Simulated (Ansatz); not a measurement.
Two structures of BH₅F₂, closed shell, reached by relaxing down either side of one saddle point (PBE0-D4/def2-TZVP). Energies are electronic, without zero-point energy. Computed with Ansatz 0.2.0 (basis: def2-TZVPP and def2-QZVPP); correlated methods freeze the cores. Extrapolation: Hartree–Fock as exp(−7.88 √X), correlation as X^−2.97. First:

```json
{"atom": "B1", "x (Å)": "-0.5702", "y (Å)": "0.0851", "z (Å)": "-0.7616"}
{"atom": "H2", "x (Å)": "0.3243", "y (Å)": "-0.7530", "z (Å)": "-0.7743"}
{"atom": "H3", "x (Å)": "-0.6285", "y (Å)": "0.7281", "z (Å)": "-1.7635"}
{"atom": "H4", "x (Å)": "-1.5746", "y (Å)": "-0.2251", "z (Å)": "-0.1916"}
{"atom": "H5", "x (Å)": "0.5340", "y (Å)": "0.6723", "z (Å)": "1.0079"}
{"atom": "F6", "x (Å)": "0.1073", "y (Å)": "1.2358", "z (Å)": "0.3528"}
{"atom": "H7", "x (Å)": "0.7577", "y (Å)": "-1.0477", "z (Å)": "0.6473"}
{"atom": "F8", "x (Å)": "1.0500", "y (Å)": "-0.6954", "z (Å)": "1.4831"}
```

Second:

| atom | x (Å) | y (Å) | z (Å) |
| --- | --- | --- | --- |
| B1 | -0.8520 | 0.6375 | -0.6128 |
| H2 | 0.6619 | -1.4710 | -1.0837 |
| H3 | -0.7989 | 0.7909 | -1.7954 |
| H4 | -1.6418 | -0.0477 | -0.0380 |
| H5 | 0.7633 | 0.4692 | 1.6153 |
| F6 | 0.0181 | 1.3236 | 0.1267 |
| H7 | 0.7998 | -1.4616 | -0.3478 |
| F8 | 1.0495 | -0.2407 | 2.1359 |

Problem. Which bonds change from the first to the second?

Solution. BH₃ + HF + HF → BH₂F ([BH2][F]) + HF + H₂; bonds formed: H2–H7, H5–F8; dative contacts that become bonds: B1–F6; bonds broken: B1–H2, H5–F6, H7–F8.

Problem. Give the saddle point's structure and its height above each. (To be estimated.)

Solution. By the calculation: 8.67 kcal/mol above the first and 31.75 kcal/mol above the second (CCSD(T) at an estimated basis limit (MP2 extrapolated from triple and quadruple zeta, plus CCSD(T) − MP2 in triple zeta)).
B1  (-0.559, 0.160, -0.626)
H2  (0.249, -0.857, -0.593)
H3  (-0.407, 0.611, -1.721)
H4  (-1.638, -0.194, -0.257)
H5  (0.601, 0.491, 1.072)
F6  (0.004, 1.164, 0.404)
H7  (0.656, -0.845, 0.367)
F8  (1.094, -0.529, 1.353)
(Å)

T1 diagnostic: at most 0.012.

Labels in which every atom is bracketed show which atoms are joined, not bond orders.

For scale, one of the runs: CCSD(T)/def2-TZVPP, 163 basis functions (an equivalent command: `ansatz run in.yaml --threads 2`). Hardware: 2 CPU threads, shared host. Wall time 16 s; peak host memory 1.5 GiB.
